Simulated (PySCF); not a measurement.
Cartesian coordinates in Å; atom numbers follow the order of the lines, from 1:
```xyz
5

O     1.006   -0.108   -0.001
B    -0.331   -0.244   -0.011
F    -1.113    0.834   -0.015
H     1.295    0.812    0.001
H    -0.825   -1.328   -0.012
```

Geometry: PBE0-D3(BJ)/def2-TZVP; GIAO shifts from PySCF, gas phase, non-relativistic, averaged over equivalent atoms.

At KT3/pcSseg-2 (136 basis functions, 9.1 s wall time on 1 thread of an Arm Neoverse N1, shared host):
| atoms | δ (ppm) |
| --- | --- |
| O1 | 129.7 |
| B2 | 21.1 |
| F3 | -102.0 |
| H5 | 4.33 |
| H4 | 4.18 |

Referencing at the same level of theory: ¹⁷O (325.30 ppm) vs H2O; ¹¹B (98.26 ppm) against BF3·OEt2; ¹⁹F (145.48 ppm) against CFCl3; TMS for ¹H (31.63 ppm).

Q: Estimate the result of repeating the calculation with wB97X-D/pcSseg-2.

A: 
```tsv
atoms	δ at wB97X-D/pcSseg-2	change
O1	126.7	-3.0
B2	23.9	+2.8
F3	-76.4	+25.6
H5	4.36	+0.03
H4	4.28	+0.10
```

Shifts are taken against calculated references (same method and geometry level): ¹⁷O (σ = 328.24 ppm) against H2O; ¹¹B (σ = 99.58 ppm) vs BF3·OEt2; ¹⁹F (σ = 184.95 ppm) vs CFCl3; ¹H (σ = 31.63 ppm) vs TMS.

The largest change is at F3 (fluorine bonded to B). Cost: 136 basis functions, 7.8 s wall time on 1 thread of an Arm Neoverse N1, shared host.

Unscaled 19F shifts against computed CFCl3 carry errors that often reach 10 to 50 ppm. Experimental scales use liquid or dissolved standards, which lie at an offset from isolated H2O (liquid H2O: subtract about 36 ppm).
